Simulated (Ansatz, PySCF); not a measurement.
This PySCF input computes a BLYP/def2-TZVPD energy:

```python
from pyscf import gto, scf, dft

mol = gto.M(
    atom='''
    N    -0.00213402    0.04214599    0.37919140
    C    -0.00747060    1.44661146   -0.18378675
    C     1.17873129   -0.64720590   -0.07181221
    C    -1.17037410   -0.66082446   -0.08351890
    H     0.86175233    1.94458640    0.29284521
    H    -0.88711575    1.93444762    0.28412978
    H     1.27604701   -0.62910707   -1.18225025
    H     1.17565772   -1.69085337    0.27324375
    H     2.07028400   -0.15669671    0.33315067
    H    -1.25682128   -0.64379097   -1.19487271
    H    -2.07154558   -0.18070831    0.31251001
    H    -1.15863979   -1.70438609    0.26161086
    ''',
    basis='def2-tzvpd',
    charge=-1,
    spin=0,
    verbose=4,
)

mf = dft.RKS(mol, xc='blyp').density_fit(auxbasis='def2-universal-jkfit')
mf.grids.level = 3
mf.conv_tol = 1e-9
mf.max_cycle = 100
mf.max_memory = 1500
mf.kernel()
if not mf.converged:
    mf = mf.newton()
    mf.kernel(mf.make_rdm1())
mf.analyze()
```

Question: Write an input for the same energy in Ansatz (an electronic-structure program) and say what it gives.

Answer: 
Ansatz 0.2 input:
```yaml
crystal:
  periodic: [false, false, false]
  atoms:
    - {symbol: N, position_ang: [-0.00213402, 0.04214599, 0.37919140]}
    - {symbol: C, position_ang: [-0.00747060, 1.44661146, -0.18378675]}
    - {symbol: C, position_ang: [1.17873129, -0.64720590, -0.07181221]}
    - {symbol: C, position_ang: [-1.17037410, -0.66082446, -0.08351890]}
    - {symbol: H, position_ang: [0.86175233, 1.94458640, 0.29284521]}
    - {symbol: H, position_ang: [-0.88711575, 1.93444762, 0.28412978]}
    - {symbol: H, position_ang: [1.27604701, -0.62910707, -1.18225025]}
    - {symbol: H, position_ang: [1.17565772, -1.69085337, 0.27324375]}
    - {symbol: H, position_ang: [2.07028400, -0.15669671, 0.33315067]}
    - {symbol: H, position_ang: [-1.25682128, -0.64379097, -1.19487271]}
    - {symbol: H, position_ang: [-2.07154558, -0.18070831, 0.31251001]}
    - {symbol: H, position_ang: [-1.15863979, -1.70438609, 0.26161086]}
basis:
  gaussian:
    orbitals: def2-TZVPD
hamiltonian:
  xc: {name: BLYP}
total_charge: -1
output: {forces: true}
```
It gives -173.77389 Eh, and PySCF -173.77405 Eh, a difference of 0.16 mEh, from the treatment of integrals and grids.

It need not be the lowest isomer of its formula. Whether it binds its extra electron was not tested at this geometry.
